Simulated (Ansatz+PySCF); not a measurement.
The numbers below are computed, except where a source is named.
Several solutions for singlet CH(+)

```xyz
2

C     0.0000    0.0000   -0.1508
H     0.0000    0.0000    0.9046
```

Basis set: def2-SVP (spherical functions). Charge 1, multiplicity 1.

UHF was run from several starts with Ansatz (development build ahead of 0.2.0) and PySCF 2.14.0.

```csv
run,program,start,converged,energy (hartree),<S²>
A,Ansatz,stability test followed,yes,-37.86717,0.54
B,PySCF,"guess atom, instabilities followed",yes,-37.86717,0.54
C,PySCF,"guess huckel, instabilities followed",yes,-37.86717,0.54
D,PySCF,"guess 1e, instabilities followed",yes,-37.86717,0.54
E,Ansatz,search for the lowest state,yes,-37.86717,0.54
F,Ansatz,"atomic start, no search",yes,-37.85570,0.00
G,PySCF,program defaults,yes,-37.85570,0.00
H,PySCF,"guess minao, instabilities followed",yes,-37.86717,0.54
```

(1) Which runs reached the lowest solution of this kind, and what is wrong with the others?

Answers

(1) A, B, C, D, E, H reached the lowest solution found. Converged but too high: F by 0.31 eV, G by 0.31 eV. Convergence only shows a stationary point, and even a stable one can lie too high; stability tests and further starts are what find lower ones. Caution: the unrestricted determinant is spin contaminated. Caution: the determinant breaks the point group.
